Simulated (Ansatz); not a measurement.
Rock-salt TiC was calculated with PBE0 (Ansatz, a first-principles code, plane waves, PAW).

Run with plane-wave cutoff 460 eV, 12×12×12 k mesh, Fermi–Dirac smearing 0.05 eV, no spin polarisation, scalar-relativistic PAW data made under PBE.

Equation-of-state points:

| V (Å³/atom) | E − E_lowest (meV/atom) | P (GPa) |
|---|---|---|
| 9.467 | 23.35 | 15.72 |
| 9.716 | 5.53 | 7.36 |
| 9.940 | 0.00 | 0.70 |
| 10.214 | 5.15 | -6.55 |
| 10.464 | 19.91 | -12.32 |

Question: What bulk modulus B0 and pressure derivative B′ does a third-order Birch–Murnaghan fit give?

Answer: V0 = 9.965 Å³/atom, B0 = 278 GPa, B′ = 3.9 (fit to the energies at full precision).

Measured, for comparison: bulk modulus 240 GPa (temperature not stated, no zero-point or thermal correction, our sources range from 235 to 268; as tabulated in Krasnenko and Brik (2013), arXiv:1306.3139); equilibrium volume per atom 10.15 Å³/atom (temperature not stated, no zero-point or thermal correction; as tabulated in Zhang et al. (2018), doi:10.1088/1367-2630/aac7f0). Computed (rounded) less measured: bulk modulus not scored (sources differ), equilibrium volume per atom -1.9 %. A static lattice is as a rule a little smaller and stiffer than an uncorrected measurement, which narrows the difference in the equilibrium volume per atom and would widen misses of the other sign.

The computed numbers hold no vibrational or temperature effects.

Cost on a shared machine: roughly 14 core-minutes.
